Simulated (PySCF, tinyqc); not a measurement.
MP2 on RHF in the sto-3g basis, frozen core, for LiH, spin multiplicity 1, step by step. The lowest restricted solution is unstable here: a spin-polarised one lies 0.0064 hartree lower (PySCF). One step of it, computed by the program tinyqc.

Problem. Iteration 1: building the Fock matrix. J_ij = sum D_kl (ij|kl), K_ij = sum D_kl (ik|jl); F = H + J - 0.5 K; E = tr D H + tr D J / 2 - 0.25 tr D K + E_nn.

D at the start, order 1Li 1s, 1Li 2s, 1Li 2px, 1Li 2py, 1Li 2pz, 2H 1s:
$$\begin{pmatrix}
2.053784 & -0.183542 & 0.000000 & 0.000000 & -0.123328 & -0.103109 \\
-0.183542 & 0.573953 & 0.000000 & 0.000000 & 0.531101 & 0.481751 \\
0.000000 & 0.000000 & 0.000000 & 0.000000 & 0.000000 & 0.000000 \\
0.000000 & 0.000000 & 0.000000 & 0.000000 & 0.000000 & 0.000000 \\
-0.123328 & 0.531101 & 0.000000 & 0.000000 & 0.492533 & 0.446971 \\
-0.103109 & 0.481751 & 0.000000 & 0.000000 & 0.446971 & 0.405662
\end{pmatrix}$$

core Hamiltonian H = T + V (hartree), order 1Li 1s, 1Li 2s, 1Li 2px, 1Li 2py, 1Li 2pz, 2H 1s:
$$\begin{pmatrix}
-4.643821 & -1.041905 & 0.000000 & 0.000000 & -0.008321 & -0.072473 \\
-1.041905 & -1.333961 & 0.000000 & 0.000000 & -0.086478 & -0.377109 \\
0.000000 & 0.000000 & -1.085127 & 0.000000 & 0.000000 & 0.000000 \\
0.000000 & 0.000000 & 0.000000 & -1.085127 & 0.000000 & 0.000000 \\
-0.008321 & -0.086478 & 0.000000 & 0.000000 & -1.150124 & -0.523409 \\
-0.072473 & -0.377109 & 0.000000 & 0.000000 & -0.523409 & -1.179682
\end{pmatrix}$$

Two-electron integrals (ij|kl) in chemists' order, unique and non-zero (hartree):
```
(11|11) 1.680395   (21|11) 0.265420   (21|21) 0.049941   (22|11) 0.397727
(22|21) 0.092860   (22|22) 0.290562   (31|31) 0.008981   (32|31) 0.013788
(32|32) 0.064184   (33|11) 0.396640   (33|21) 0.092880   (33|22) 0.290497
(33|33) 0.312946   (41|41) 0.008981   (42|41) 0.013788   (42|42) 0.064184
(43|43) 0.016869   (44|11) 0.396640   (44|21) 0.092880   (44|22) 0.290497
(44|33) 0.279207   (44|44) 0.312946   (51|51) 0.008981   (52|51) 0.013788
(52|52) 0.064184   (53|53) 0.016869   (54|54) 0.016869   (55|11) 0.396640
(55|21) 0.092880   (55|22) 0.290497   (55|33) 0.279207   (55|44) 0.279207
(55|55) 0.312946   (61|11) 0.016962   (61|21) 0.003234   (61|22) 0.006213
(61|33) 0.006135   (61|44) 0.006135   (61|51) 0.000433   (61|52) 0.000845
(61|55) 0.006372   (61|61) 0.000234   (62|11) 0.074136   (62|21) 0.017682
(62|22) 0.063344   (62|33) 0.059620   (62|44) 0.059620   (62|51) 0.002699
(62|52) 0.020043   (62|55) 0.070736   (62|61) 0.001404   (62|62) 0.028204
(63|31) 0.000998   (63|32) 0.005554   (63|53) 0.002622   (63|63) 0.001423
(64|41) 0.000998   (64|42) 0.005554   (64|54) 0.002622   (64|64) 0.001423
(65|11) 0.102826   (65|21) 0.024662   (65|22) 0.090544   (65|33) 0.084336
(65|44) 0.084336   (65|51) 0.004145   (65|52) 0.030995   (65|55) 0.102879
(65|61) 0.001997   (65|62) 0.043071   (65|65) 0.066129   (66|11) 0.237679
(66|21) 0.057290   (66|22) 0.225877   (66|33) 0.207214   (66|44) 0.207214
(66|51) 0.008274   (66|52) 0.080877   (66|55) 0.263069   (66|61) 0.004572
(66|62) 0.133344   (66|65) 0.208748   (66|66) 0.774606
```

nuclear repulsion = 0.71317683 hartree

Give: Coulomb J; exchange K; Fock matrix F; total energy of this density.

Solution.

Coulomb J (hartree), order 1Li 1s, 1Li 2s, 1Li 2px, 1Li 2py, 1Li 2pz, 2H 1s:
$$\begin{pmatrix}
4.0336 & 0.6875 & 0.0000 & 0.0000 & 0.0220 & 0.0461 \\
0.6875 & 1.3249 & 0.0000 & 0.0000 & 0.1444 & 0.3571 \\
0.0000 & 0.0000 & 1.3004 & 0.0000 & 0.0000 & 0.0000 \\
0.0000 & 0.0000 & 0.0000 & 1.3004 & 0.0000 & 0.0000 \\
0.0220 & 0.1444 & 0.0000 & 0.0000 & 1.3669 & 0.5216 \\
0.0461 & 0.3571 & 0.0000 & 0.0000 & 0.5216 & 1.4386
\end{pmatrix}$$

exchange K (hartree), order 1Li 1s, 1Li 2s, 1Li 2px, 1Li 2py, 1Li 2pz, 2H 1s:
$$\begin{pmatrix}
3.3869 & 0.5287 & 0.0000 & 0.0000 & 0.0138 & 0.0448 \\
0.5287 & 0.3536 & 0.0000 & 0.0000 & 0.2886 & 0.3353 \\
0.0000 & 0.0000 & 0.0666 & 0.0000 & 0.0000 & 0.0000 \\
0.0000 & 0.0000 & 0.0000 & 0.0666 & 0.0000 & 0.0000 \\
0.0138 & 0.2886 & 0.0000 & 0.0000 & 0.3522 & 0.4056 \\
0.0448 & 0.3353 & 0.0000 & 0.0000 & 0.4056 & 0.7224
\end{pmatrix}$$

Fock matrix F (hartree), order 1Li 1s, 1Li 2s, 1Li 2px, 1Li 2py, 1Li 2pz, 2H 1s:
$$\begin{pmatrix}
-2.3036 & -0.6188 & 0.0000 & 0.0000 & 0.0068 & -0.0488 \\
-0.6188 & -0.1858 & 0.0000 & 0.0000 & -0.0864 & -0.1877 \\
0.0000 & 0.0000 & 0.1820 & 0.0000 & 0.0000 & 0.0000 \\
0.0000 & 0.0000 & 0.0000 & 0.1820 & 0.0000 & 0.0000 \\
0.0068 & -0.0864 & 0.0000 & 0.0000 & 0.0407 & -0.2047 \\
-0.0488 & -0.1877 & 0.0000 & 0.0000 & -0.2047 & -0.1023
\end{pmatrix}$$

total energy of this density = -7.762318 hartree
